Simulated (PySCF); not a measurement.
**CH3O4P**

CH3O4P is a carbene (divalent C1, bonded to 1 O + 1 H), neutral, triplet. The structure, one conformer, was relaxed in the gas phase by PBE0-D3(BJ)/def2-SVP. No frequency run checks that it is a minimum.

This triplet is an excited state: in a carbene with lone-pair donors on the centre (O) the singlet is known to lie well below it (the gap isn't computed here), so the molecule in its ground state shows no EPR spectrum.

SMILES: [CH]OP(=O)(O)O

```
atom   x (Å)   y (Å)   z (Å)
  C1  -1.821  -0.695  -0.648
  O2  -1.106   0.318  -0.159
  P3   0.434   0.099   0.391
  O4   0.631  -0.884   1.461
  O5   0.773   1.610   0.756
  O6   1.226  -0.198  -0.976
  H7  -2.562  -1.259  -0.067
  H8   0.453   2.249   0.106
  H9   1.734  -1.017  -0.898
```

EPR values by unrestricted B3LYP, IGLO-III on C O P, pcH-1 on H.

Predict g and the largest hyperfine couplings. Where does the spin sit?

g = 2.0019, 2.0026, 2.0029. The zero-field splitting dominates the spectrum: D = 0.75 cm⁻¹, |E| = 0.074 cm⁻¹ (spin-spin and spin-orbit parts, DFT, rough). The spin sits on C1 (92 %, bonded to 1 O + 1 H) by Mulliken populations.
```tsv
atom	isotope	isotropic (MHz)	dipolar, principal values (MHz)
C1	13C	325.0	-74.1, 16.3, 57.8
P3	31P	128.2	-9.7, -8.2, 18.0
H7	1H	85.2	-24.6, -11.5, 36.1
O2	17O	-36.6	-19.7, 0.6, 19.1
H9	1H	1.2	-1.7, -1.6, 3.3
H8	1H	-0.2	-1.8, -1.5, 3.4
```

How do the isotropic couplings move with BHandHLYP?

C1 325.0 to 357.1 MHz, P3 128.2 to 110.4 MHz, H7 85.2 to 80.5 MHz, O2 -36.6 to -39.1 MHz.
